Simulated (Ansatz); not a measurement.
A made-up structure of Si$_{2}$H$_{6}$S, closed shell:

| atom | x (Å) | y (Å) | z (Å) |
| --- | --- | --- | --- |
| Si1 | -0.6805 | 1.0851 | -0.8754 |
| Si2 | 0.5749 | -0.6214 | 0.1143 |
| S3 | -0.1654 | -0.8341 | 2.1142 |
| H4 | -2.1206 | 0.7172 | -0.8912 |
| H5 | -0.2157 | 1.2889 | -2.2737 |
| H6 | -0.5088 | 2.3519 | -0.1171 |
| H7 | 0.4194 | -1.8919 | -0.6452 |
| H8 | 2.0210 | -0.2699 | 0.1201 |
| H9 | -1.1835 | 0.9332 | 0.4438 |

It is relaxed with PBE-D4/def2-SVP and then PBE0-D4/def2-TZVP (Ansatz 0.2.0). Atoms count as bonded within 1.22 times the sum of their covalent radii (H–H: 0.88 Å). The end point is not checked to be a true minimum.

Does its bonding change? (Judge from chemistry; the calculation decides.)

By the calculation: Yes. Formed: S3–H9; broken: Si1–H9.

Where it ends: The first stage lowers the energy by 4.57 eV in 20 steps. It ends as Si₂H₆S ([SiH3][SiH2][SH]):
```xyz
9
angstrom
Si -0.5779 1.2388 -1.1775
Si 0.5112 -0.4322 0.0425
S -0.1322 -0.3970 2.0888
H -2.0484 1.0413 -1.0556
H -0.2073 1.1854 -2.6181
H -0.2257 2.5742 -0.6287
H 0.2872 -1.7680 -0.5753
H 1.9743 -0.1850 0.1157
H -1.4402 -0.4983 1.7978
```

Labels in which every atom is bracketed show which atoms are joined, not bond orders.

For scale, one of the runs: PBE0-D4/def2-TZVP relaxation, 147 basis functions, launched by `ansatz run in.yaml --threads 2 --pin off --events-out ev --progress --plain --max-ram 4352MiB`. The run took about 39 s on 2 CPU threads of an Intel Xeon (shared host).
